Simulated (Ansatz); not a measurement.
The input, for Ansatz 0.2.0:

```yaml
crystal:
  periodic: [false, false, false]
  atoms:
    - {symbol: C, position_ang: [0.000000, 0.000000, 0.000000]}
    - {symbol: H, position_ang: [1.120418, 1.123939, 1.122533]}
    - {symbol: H, position_ang: [-1.126740, -1.118089, 1.122046]}
    - {symbol: H, position_ang: [-1.117844, 1.120647, -1.128375]}
    - {symbol: H, position_ang: [1.124167, -1.126497, -1.116203]}
basis:
  gaussian: {orbitals: 6-31G}
correlation: {method: fic_mrcisd_q, electrons: outside_noble_gas, active_space: {window: {electrons: 2, orbitals: 2}}}
```

```sh
$ ansatz run in.yaml --threads 1 --pin off --events-out ev --progress --plain --max-ram 2393MiB
```

Roughly how long does this take on 1 thread of Arm Neoverse V2, shared host, and how much host memory?

0.21 s wall and 0.14 GiB.

```
255 factors; integrals over basis functions are off by at most 1.3e-4 eV
mean field evaluation 1: about -1077.1875 eV, gradient 8.0e0 eV
mean field evaluation 2: about -1077.1871 eV, gradient 8.0e0 eV
mean field evaluation 4: about -1077.5277 eV, gradient 1.2e0 eV
mean field evaluation 8: about -1077.5425 eV, gradient 1.6e-4 eV
mean field -1077.54251983 eV, -39.5989572192 hartree, gradient 4.4e-7 eV, S^2 0.000000; 0 other end points of the search recorded, 0 dependent functions left out; unrestricted orbitals would lower it
reference -1077.54251983 eV, -39.5989572192 hartree; 5, 5 occupied and 12, 12 virtual orbitals, 255 factors
state -1078.99431987 eV, -39.6523098868 hartree
contracted CI cycle   1: correlation 0.00000000 eV, 0.0000000000 hartree, residual 1.23e1 eV
contracted CI cycle   2: correlation -3.94209252 eV, -0.1448692280 hartree, residual 4.32e0 eV
contracted CI cycle   3: correlation -4.56061317 eV, -0.1675994427 hartree, residual 1.91e0 eV
contracted CI cycle   4: correlation -4.65664592 eV, -0.1711285813 hartree, residual 5.78e-1 eV
contracted CI cycle   5: correlation -4.66547500 eV, -0.1714530439 hartree, residual 1.93e-1 eV
contracted CI cycle   6: correlation -4.66659266 eV, -0.1714941171 hartree, residual 8.26e-2 eV
contracted CI cycle   7: correlation -4.66686932 eV, -0.1715042843 hartree, residual 4.10e-2 eV
contracted CI cycle   8: correlation -4.66695175 eV, -0.1715073135 hartree, residual 2.39e-2 eV
contracted CI cycle   9: correlation -4.66696902 eV, -0.1715079480 hartree, residual 9.79e-3 eV
contracted CI cycle  10: correlation -4.66697131 eV, -0.1715080321 hartree, residual 3.11e-3 eV
contracted CI cycle  11: correlation -4.66697153 eV, -0.1715080405 hartree, residual 9.74e-4 eV
contracted CI cycle  12: correlation -4.66697156 eV, -0.1715080414 hartree, residual 3.30e-4 eV
state -1078.99431987 eV, -39.6523098868 hartree; corrected -1084.72950665 eV, -39.8630741132 hartree
Total energy: -1084.72950665 eV, -39.8630741132 hartree
```
